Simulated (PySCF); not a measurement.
Spectrum to structure. Method used: PySCF 2.14.0, density-fitted response routines, TDDFT CAM-B3LYP/def2-SVPD, vertical, gas phase, core orbitals frozen in the response. Geometries: PBE0-D3(BJ)/def2-SVP, one conformer each.

```
state  E (eV)  λ (nm)       f
   S1    5.08   244.2  0.0036
   S2    5.60   221.5   0.026
   S3    5.95   208.6   0.010
   S4    6.13   202.3  0.0003
   S5    6.38   194.3   0.018
   S6    6.93   178.9   0.074
   S7    6.98   177.6  0.0092
   S8    7.22   171.8  0.0065
   S9    7.33   169.2   0.099
  S10    7.66   161.8   0.010
```

Triplets computed (Tamm–Dancoff): 4.72, 5.38, 5.46, 5.85 eV.

Problem. Which structure fits?
A. `C=C[BH2-][PH3+]`
B. `CN=[PH3]`
C. `C#C[BH2-][PH3+]`

Solution. B. Its S1, at 5.08 eV, is the lowest among the candidates; the nearest of the others has S1 at 5.82 eV. S1 is HOMO→LUMO+1 (82%), HOMO→LUMO (14%). Löwdin shares by element: HOMO nitrogen 54%, phosphorus 17%, carbon 11%, hydrogen 4% or more; LUMO hydrogen 44% or more, phosphorus 38% (atoms not listed hold the other 18%). At the same level the other candidates give, for their lowest levels:
- `C=C[BH2-][PH3+]`: 6.41 eV (f 0.292); 6.59 eV (f 0.025); 6.84 eV (f 0.061); 6.87 eV (f 0.052); 6.93 eV (f 0.011); T1 4.12 eV; HOMO -8.21, LUMO 0.71 eV
- `C#C[BH2-][PH3+]`: 5.82 eV (f 0.000); 6.23 eV (f 0.037); 6.50 eV (f 0.000); 6.68 eV (f 0.004); 6.74 eV (f 0.026); T1 4.99 eV; HOMO -8.43, LUMO 0.67 eV
